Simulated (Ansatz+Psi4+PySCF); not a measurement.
# singlet CH₄: levels of theory in one basis

```xyz
5

C     0.0000    0.0000    0.0000
H     1.2582    1.2582    1.2582
H    -0.6291   -0.6291    0.6291
H     0.6291   -0.6291   -0.6291
H    -0.6291    0.6291   -0.6291
```

Basis set: cc-pVTZ (spherical functions). Frozen core: 1 orbital. Charge 0, multiplicity 1.

Computed with Ansatz (development build ahead of 0.2.0); each method stands on the lowest determinant of its kind that the runs found.

```
     method  E − E(RHF) (eV)  <S²> of the determinant
        RHF             0.00                     0.00
        UHF            -1.15                     0.79
    RHF-MP2            -5.70                        –
    UHF-MP2            -5.66                     0.79
   RHF-CCSD            -6.67                        –
   UHF-CCSD            -6.62                     0.79
UHF-CCSD(T)            -6.90                     0.79
```

Task: What does RHF-CCSD(T) give on the same scale?

Result: -7.00 eV.

Task: Is a single determinant a sound starting point here?

Result: It is doubtful. Unrestricted orbitals lower Hartree–Fock by 1.15 eV and <S²> is 0.79 where a pure state has 0.00, a sign of strong static correlation.

Caution for RHF, RHF-MP2, RHF-CCSD, RHF-CCSD(T): an unrestricted determinant lies well below. Caution for UHF, UHF-MP2, UHF-CCSD, UHF-CCSD(T): the unrestricted determinant is spin contaminated. Caution for RHF-MP2, UHF-MP2, RHF-CCSD, UHF-CCSD, RHF-CCSD(T), UHF-CCSD(T): large amplitudes, a single reference is doubtful. Caution for UHF-MP2, UHF-CCSD, UHF-CCSD(T): a plain start can end on a higher determinant. Caution for UHF-CCSD(T): another reference gives a lower total.
